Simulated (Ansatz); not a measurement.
System: bcc Ta. Method: r²SCAN in Ansatz (PAW).

A relaxed, unreconstructed slab of the (110) face has 6 atoms, two equal faces of 7.729 Å² each and an energy of -59663.4281 eV. A bulk cell of 2 atoms with the same orientation and in-plane k mesh has -19888.6378 eV. Energies are extrapolated to zero smearing.

Settings: plane-wave cutoff 500 eV, 20×20×1 k mesh (along the axes of the cell as run), Fermi–Dirac smearing 0.1 eV, scalar-relativistic PAW data made under PBE.

Worked out: γ = (E_slab − N E_bulk per atom)/2A = [-59663.4281 − 6 × (-19888.6378/2)]/(2 × 7.729) = 0.1608 eV/Å². With 16.022 J/m² per eV/Å² this is 2.58 J/m², or 1.24 eV per surface cell and face.

Ansatz is a first-principles code.
